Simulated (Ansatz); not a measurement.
# FO: the cost of one run

Program: Ansatz 0.2.0. Level of theory: the levels named in each step. These are calculated values, not measurements.

**1. The starting structure**

Bond lengths: O1–F2 1.330 Å.

Structure file:

```xyz
2

O     0.0000    0.0000   -0.0161
F     0.0000    0.0000    1.3143
```

**2. Frequencies, PBE0-D4/def2-TZVPP**

File input.yaml:

```yaml
crystal:
  periodic: [false, false, false]
  atoms:
    - { symbol: O, position_ang: [0.0, 0.0, -0.01605372] }
    - { symbol: F, position_ang: [0.0, 0.0, 1.31429372] }
magnetization:
  spin_polarized: true
  initial_magnetization: 1
basis:
  gaussian: { orbitals: def2-TZVPP }
hamiltonian:
  xc: pbe0
  dispersion: d4
phonons: {}
```

Started as:

```sh
$ ansatz run input.yaml --threads 1 --pin off --max-ram 2560MiB --backend cpu --events-out ev --progress --plain --runs-dir out
```

**Question.** How long does this run take on 1 thread of AMD EPYC, shared host, and how much memory does it need?

About 18 s, with a peak of 0.12 GiB.
